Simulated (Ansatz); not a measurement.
# CH2O (built from SMILES [CH]O): a reaction path by the nudged elastic band

What path joins these two structures, and how high does it climb? Both ends were relaxed at PBE0-D4 in triple zeta. A second band with other settings follows.

Computed with Ansatz 0.2.0, Gaussian basis. Level: PBE0-D4/def2-SVP.

10 further runs of the same task are left out: 10 set aside as unsound or not needed.

### 1 Starting geometry

The first end: 4 atoms, charge 0, spin multiplicity 1.

Atoms are counted from 1 here; the program's logs count them from 0.

Bond lengths: H1–O2 0.968 Å, O2–C3 1.302 Å, C3–H4 1.116 Å. Angles: H1–O2–C3 108.7°, O2–C3–H4 102.4°.

As a file:

```tsv
atom	x (Å)	y (Å)	z (Å)
H1	0.1314	-1.3316	-0.1464
O2	-0.3728	-0.5120	-0.0429
C3	0.4620	0.4840	0.0372
H4	-0.2206	1.3596	0.1522
```

The second end:

```tsv
atom	x (Å)	y (Å)	z (Å)
H1	0.9141	-0.6247	-0.0955
O2	-1.0942	-0.4690	-0.0156
C3	0.0044	0.0019	0.0000
H4	0.1756	1.0917	0.1111
```

### 2 The band at PBE0-D4/def2-SVP

neb/in.yaml

```yaml
crystal:
  periodic: [false, false, false]
  atoms:
    - {symbol: H, position_ang: [0.131408, -1.331602, -0.146384]}
    - {symbol: O, position_ang: [-0.372839, -0.511957, -0.042949]}
    - {symbol: C, position_ang: [0.462037, 0.483952, 0.037154]}
    - {symbol: H, position_ang: [-0.220606, 1.359607, 0.152179]}
basis:
  gaussian: {orbitals: def2-SVP}
hamiltonian: {xc: pbe0, dispersion: d4}
neb:
  images: 5
  climbing: true
  max_iterations: 40
  initial_path: idpp
  final_atoms:
    - {symbol: H, position_ang: [0.914141, -0.624684, -0.095460]}
    - {symbol: O, position_ang: [-1.094164, -0.468964, -0.015639]}
    - {symbol: C, position_ang: [0.004445, 0.001926, 0.000003]}
    - {symbol: H, position_ang: [0.175579, 1.091721, 0.111096]}
```

Run with:

```console
> ansatz run in.yaml --threads 2 --pin off --events-out ev --progress --plain --max-ram 4352MiB
```

### 3 The band at PBE0-D4/def2-SVP, other settings

Changes to neb/in.yaml since step 2:

```diff
@@ -13,4 +13,4 @@
   climbing: true
-  max_iterations: 40
-  initial_path: idpp
+  max_iterations: 60
+  initial_path: linear
   final_atoms:
```

Before running it: what results should come out? Wanted: from earlier runs: barrier over the separately found saddle, CCSD(T)/def2-TZVPP.

As calculated:

| quantity | value |
| --- | --- |
| PBE0-D4/def2-SVP, 10 iterations | highest 135.0 kJ/mol (image 2), last end -228.1 kJ/mol |
| PBE0-D4/def2-SVP, 7 iterations | highest 135.0 kJ/mol (image 2), last end -228.1 kJ/mol |
| from earlier runs: barrier over the separately found saddle, CCSD(T)/def2-TZVPP | 145.0 kJ/mol |

In words: The highest image lies 135.0 kJ/mol above the first end, and it climbed, so it estimates the saddle. The ends are not quite minima at this level (largest force component 0.31 eV/Å), so the heights are unreliable: relaxing the first end would lower it and raise the barrier above it. The highest image is 10.0 kJ/mol below the CCSD(T) barrier in triple zeta, which comes from separate runs on the saddle. The second band's highest image lies at 135.0 kJ/mol, at the same level with other band settings.
